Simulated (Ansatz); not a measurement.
```yaml
crystal:
  periodic: [false, false, false]
  atoms:
    - {symbol: Ga, position_ang: [-0.691721, -0.117006, 0.000223]}
    - {symbol: N, position_ang: [1.209344, 0.092472, -0.000791]}
    - {symbol: N, position_ang: [2.343368, 0.378994, -0.000818]}
    - {symbol: H, position_ang: [-1.520850, 1.542101, 0.006933]}
basis:
  gaussian: {orbitals: def2-TZVP}
magnetization: {spin_polarized: true, initial_magnetization: 2}
hamiltonian: {xc: pbe0}
relax: {f_tol: 0.004, max_steps: 80}
```

```sh
$ ansatz run in.yaml --threads 1 --pin off --events-out ev --progress --plain --max-ram 2176MiB
```

Steps of the relaxation (energy above the last step; positions in Å, forces in eV/Å):

```
4
step 1, 489.1 meV
Ga   -0.692   -0.117    0.000   -1.211    1.394    0.006
N     1.209    0.092   -0.001    4.400    1.461    0.001
N     2.343    0.379   -0.001   -4.076   -1.235   -0.001
H    -1.521    1.542    0.007    0.887   -1.620   -0.007
```

```
4
step 2, 63.2 meV
Ga   -0.741    0.003    0.001    0.003   -0.792   -0.003
N     1.184    0.152   -0.001    1.545    0.734    0.001
N     2.301    0.355   -0.001   -1.402   -0.497    0.000
H    -1.405    1.387    0.006   -0.145    0.554    0.002
```

```
4
step 3, 24.2 meV
Ga   -0.745   -0.037    0.001   -0.292   -0.151    0.000
N     1.182    0.168    0.000    0.081    0.309    0.001
N     2.285    0.358   -0.001    0.177   -0.153   -0.001
H    -1.381    1.407    0.006    0.034   -0.005    0.000
```

```
4
step 5, 3.0 meV
Ga   -0.764   -0.047    0.001    0.043    0.021    0.000
N     1.192    0.232    0.000    0.022    0.040    0.000
N     2.307    0.312   -0.001   -0.031   -0.046    0.000
H    -1.395    1.399    0.006   -0.034   -0.015    0.000
```

```
4
step 8, 0.0 meV
Ga   -0.745   -0.025    0.001    0.003   -0.002    0.000
N     1.204    0.261    0.000   -0.002    0.001    0.000
N     2.322    0.272   -0.001    0.003   -0.002    0.000
H    -1.441    1.389    0.006   -0.003    0.003    0.000
```

Close pairs at the end: N2–N3 1.119 Å, Ga1–H4 1.576 Å, Ga1–N2 1.969 Å.

A stationary point of unrestricted PBE0 after 8 steps, with ⟨S²⟩ = 2.008 against 2.00 for a pure state; no frequencies were run, so it isn't proven a minimum. 24 s on 1 thread of Intel Xeon 6975P-C, shared host.
